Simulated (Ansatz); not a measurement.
**SiNH₂+ (quintet): wave-function methods side by side, def2-TZVPP**

One table from this session's results is given with a row withheld; the runs are named, their logs left out.

Program: Ansatz 0.2.0, Gaussian basis. Level of theory: def2-TZVPP, core rule «outside noble gas», up to 6 orbitals frozen. These are calculated values, not measurements.

Plan: UHF; ROHF; CCSD(T) on UHF.

### The system

The geometry is a PBE0/def2-TZVP stationary point (not a proven minimum) of the parent state, kept for this charge and spin.

4 atoms, charge 1, spin multiplicity 5.

Atoms are counted from 1 here; the program's logs count them from 0.

Bond lengths: Si1–N2 1.803 Å, Si1–H3 1.495 Å, N2–H4 1.024 Å. Angles: N2–Si1–H3 111.4°, Si1–N2–H4 113.2°.

The first run:

Input file in.yaml:

```yaml
crystal:
  periodic: [false, false, false]
  atoms:
    - {symbol: Si, position_ang: [0.009460, -0.103752, 0.602203]}
    - {symbol: N, position_ang: [-0.087242, 0.144329, -1.180713]}
    - {symbol: H, position_ang: [0.265634, 1.182906, 1.319057]}
    - {symbol: H, position_ang: [0.683123, -0.297565, -1.691380]}
basis:
  gaussian: {orbitals: def2-TZVPP}
total_charge: 1
magnetization: {spin_polarized: true, initial_magnetization: 4}
hamiltonian: {xc: hf}
output: {orbitals: {seedname: orbitals}}
```

Launch:

```console
> ansatz run in.yaml --threads 1 --pin off --events-out ev --progress --plain --max-ram 2816MiB --backend cpu
```

Steps of the session up to this table: UHF; ROHF; CCSD(T) on UHF.

One table of the session follows, with a row left open; its other results are not shown here.

| method | from UCCSD(T) (kJ/mol) |
| --- | --- |
| ROHF | ? |
| UHF | +606.3 |
| UMP2 | +106.2 |
| UCCSD | +17.5 |
| UCCSD(T) | 0 |

Estimate the missing values for ROHF.

As computed: from UCCSD(T) (kJ/mol): +627.0. In the column «from UCCSD(T) (kJ/mol)» it is the highest.
